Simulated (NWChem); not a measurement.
# Correlation energy of HO

```
O
H 1 0.9764
```
Charge 0, spin multiplicity 2.

Everything below was run with NWChem. The geometry was optimised at UPBE0/def2-SVP, a minimum by its harmonic frequencies.

Basis set: STO-3G. Each correlation energy counts from its own Hartree-Fock reference.

```
method           correlation energy (mHa)
---------------  ------------------------
UMP2                                -16.0
SCS-UMP2                            -19.2
CCSD on ROHF                        -26.0
CCSD[T] on ROHF                     -26.0
CCSD(T) on ROHF                     -26.0
CCSD on UHF                         -24.9
CCSD[T] on UHF                      -24.9
CCSD(T) on UHF                      -24.9
CCSDT on ROHF                       -26.0
```

The values span 10.0 mHa, from CCSDT on ROHF (lowest) to UMP2 (highest). 

The correlated methods keep 1 core orbital frozen. The structure started from a generated list of species. The unpaired electrons of the parent sit in orbitals of symmetry b1 (C2v labels of the run); other states weren't searched. The stability of the SCF solutions was not checked. Open-shell Hartree-Fock references start from PBE0 orbitals. Coupled-cluster values serve here as a point of comparison, not as the truth.
